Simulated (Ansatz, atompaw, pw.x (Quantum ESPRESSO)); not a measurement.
## pw.x on diamond Rb: one setting changed

Potential: PAW, atompaw 4.2.0.5, LDA (PW92); core [Ar] 3d10 4s2, reference 4p6 5s1 5p0; waves: 5s (bound): rc 3.00 bohr; 5s channel at 3.85 Ry: rc 3.00 bohr; 4p (bound): rc 2.25 bohr; 5p (bound, empty): rc 2.70 bohr; 4d channel at 0.45 Ry: rc 3.00 bohr; 4d channel at 1.75 Ry: rc 3.00 bohr; local part: bessel scheme, radius 2.20 bohr; core correction: smooth core density matched at 2.35 bohr; augmentation: sinc compensation charge, radius 2.45 bohr; PAW radius 3.00 bohr; waves and projectors: custom polynom2 7 10 vanderbiltortho.

The reference run (k-mesh 8³, cutoffs 40/400 Ry, Fermi–Dirac 0.01 Ry, mixing_beta 0.4, conv_thr 1e-9, no spin) gives 0.00 GPa at 119.317 Å³/atom, where all-electron LAPW gives -0.00 GPa. This run, with its own iteration cap, changes mixing_ndim to 2.

```
&control
  calculation='scf', prefix='x', pseudo_dir='./', outdir='./tmp', tstress=.true., disk_io='none'
/
&system
  ibrav=0, nat=2, ntyp=1, ecutwfc=40, ecutrho=400, nbnd=15,
  occupations='smearing', smearing='fd', degauss=0.01
/
&electrons
  conv_thr=1e-09, mixing_beta=0.4, electron_maxstep=60, mixing_ndim=2
/
ATOMIC_SPECIES
Rb 1.0 Rb.UPF
CELL_PARAMETERS angstrom
  0.00000000 4.92304843 4.92304843
  4.92304843 0.00000000 4.92304843
  4.92304843 4.92304843 0.00000000
ATOMIC_POSITIONS crystal
Rb 0.0000 0.0000 0.0000
Rb 0.2500 0.2500 0.2500
K_POINTS automatic
8 8 8 0 0 0
```

```bash
pw.x < Rb.scf.in > Rb.scf.out
```

Question: How does the run end?

Answer: It converges in 9 iterations; the free energy moves by +0.0 meV/atom and the pressure by +0.00 GPa. The result is that of the reference run.

```
Message from routine setup:
     using ibrav=0 with symmetry is DISCOURAGED, use correct ibrav instead
     lattice parameter (alat)  =      13.1567  a.u.
     unit-cell volume          =    1610.3821 (a.u.)^3
     number of electrons       =        14.00
     number of Kohn-Sham states=           15
     kinetic-energy cutoff     =      40.0000  Ry
     charge density cutoff     =     400.0000  Ry
     scf convergence threshold =      1.0E-09
     Exchange-correlation= SLA PW NOGX NOGC
     number of k points=    29  Fermi-Dirac smearing, width (Ry)=  0.0100
     iteration #  1     ecut=    40.00 Ry     beta= 0.40
     c_bands:  3 eigenvalues not converged
     c_bands:  1 eigenvalues not converged
     c_bands:  2 eigenvalues not converged
     c_bands:  4 eigenvalues not converged
     c_bands:  3 eigenvalues not converged
     c_bands:  1 eigenvalues not converged
     [... 21 repeated lines left out ...]
     total energy              =    -428.75028140 Ry
     estimated scf accuracy    <       0.00285670 Ry
     iteration #  2     ecut=    40.00 Ry     beta= 0.40
     total energy              =    -428.75067823 Ry
     estimated scf accuracy    <       0.00039353 Ry
     iteration #  3     ecut=    40.00 Ry     beta= 0.40
     total energy              =    -428.75097423 Ry
     estimated scf accuracy    <       0.00006466 Ry
     iteration #  4     ecut=    40.00 Ry     beta= 0.40
     total energy              =    -428.75100452 Ry
     estimated scf accuracy    <       0.00000312 Ry
     iteration #  5     ecut=    40.00 Ry     beta= 0.40
     total energy              =    -428.75101200 Ry
     estimated scf accuracy    <       0.00000054 Ry
     iteration #  6     ecut=    40.00 Ry     beta= 0.40
     total energy              =    -428.75101239 Ry
     estimated scf accuracy    <       0.00000023 Ry
     iteration #  7     ecut=    40.00 Ry     beta= 0.40
     total energy              =    -428.75101244 Ry
     estimated scf accuracy    <       0.00000001 Ry
     iteration #  8     ecut=    40.00 Ry     beta= 0.40
     total energy              =    -428.75101247 Ry
     estimated scf accuracy    <          8.4E-09 Ry
     iteration #  9     ecut=    40.00 Ry     beta= 0.40
     the Fermi energy is     0.5185 ev
!    total energy              =    -428.75101247 Ry
     estimated scf accuracy    <          3.5E-10 Ry
     smearing contrib. (-TS)   =      -0.00692481 Ry
     convergence has been achieved in   9 iterations
          total   stress  (Ry/bohr**3)                   (kbar)     P=       -0.01
     Message from routine punch:
     Nothing written, as per user request (disk_io='none')
```

The run took about 2.3 min on one core of a shared server CPU.
